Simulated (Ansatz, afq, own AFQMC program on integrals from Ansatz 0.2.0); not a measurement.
## Where AFQMC and coupled cluster stand for SiH₃⁺, triplet

```xyz
4

Si    0.0000    0.0677   -0.0787
H     0.0000   -1.2255   -0.8234
H     0.4393   -0.3298    1.5083
H    -0.4393   -0.3298    1.5083
```

Basis 6-31G. Noble-gas cores (and the filled d shells of Ga–Kr and In–Xe) are frozen. Integrals, coupled cluster, full CI and functionals: Ansatz 0.2.0; the random walks run on the same integrals in our own AFQMC program. The CISD trial takes its coefficients from CCSD amplitudes. Released means that phaseless walkers are propagated on without the constraint, phases kept. Error bars are statistical, one sigma.

Determinant: UHF, the one that the program's search chose, which needn't be the lowest solution. The geometry is a point of a scan.

Full CI on the same integrals is exact in this basis and with this determinant's frozen core.

Cautions: lower spins were not checked.

* T1 diagnostic: 0.0115
* weight of the determinant in the CISD state: 0.952
* ⟨S²⟩ of the determinant: 2.002
* size of the correlated space: 6 electrons in 14 orbitals

```csv
level,correlation energy (eV)
MP2,-1.1621
CCSD,-1.6648
CCSD(T),-1.6832
```

Problem. Estimate where phaseless AFQMC with a CISD trial lies against CCSD(T) on the same integrals.

Solution. 0.8 ± 0.06 kJ/mol below CCSD(T).

Reference: full CI, correlation energy -1.692 eV. The released energy is read at 2.40 1/Eh (meV from the phaseless value at times in 1/Eh: -0.3 ± 0.5 at 0.24, 0.0 ± 0.4 at 0.51, -0.3 ± 0.4 at 0.99, -0.6 ± 0.3 at 1.62, -1.00 ± 0.25 at 2.40).

```
         level  E − E(reference) (kJ/mol)  share of correlation (%)
       CCSD(T)                        0.9                     99.46
         CCSDT                        0.0                     99.97
      CCSDT(Q)                        0.0                     99.99
        CCSDTQ                        0.0                    100.00
   ph-AFQMC/HF                  0.8 ± 1.2                     99.53
 ph-AFQMC/CISD                 0.1 ± 0.06                     99.96
released AFQMC                 0.0 ± 0.02                    100.02
```

CCSDT and higher add their correlation energy to the determinant of the CCSD(T) run, since their own runs factorise the integrals more tightly (a shift of under 2 meV). A walk keeps the symmetry of its determinant, which the program's search chose and which needn't be the lowest solution, so a lower state of the same spin and another symmetry isn't excluded. Released energies are given only where the last usable release times agree within the noise; a slower fall can still hide under it.
